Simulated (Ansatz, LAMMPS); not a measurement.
How well does each level of theory give the bulk modulus of corundum (α-Al2O3)?

Reference value: 254 GPa (measured, 298 K, copied from a table, unchecked, not corrected to a static lattice, with K' = 4.34, our sources range from 239 to 254; as tabulated in BurnMan's mineral tables).

```csv
level (code),value (GPa),cell (Å³/atom),difference (%)
"ionic model lewis1985b (shell model, LAMMPS)",341,7.99,+34
LDA (Ansatz),257,8.32,+1.2
PBE (Ansatz),230,8.76,-9.4
PBE-D4 (Ansatz),240,8.59,-5.5
r²SCAN-D4 (Ansatz),260,8.44,+2.4
```

The reference is not for a static lattice or low temperature, so close values are not ranked against it. Off by more than 20 %, or 28 % on the side where a correction would as a rule narrow the miss (bounds picked here): ionic model lewis1985b (+34 %).

The measured value isn't corrected to a static lattice, so vibrations enter the comparison. A static lattice is as a rule stiffer than a warm one, by over a tenth in soft solids.  Each level is taken at its own relaxed cell. Cutoffs differ between the levels. Ansatz's density-functional and Hartree–Fock values are scalar-relativistic unless marked +SOC, with PAW data made under PBE.

Empirical potentials (ionic model lewis1985b) are fitted to chosen data: where that held the value shown, agreement is built in, and what lay outside the fit can be far off.

Differences are worked out from the printed values.

Ansatz is a quantum-chemistry and plane-wave program.
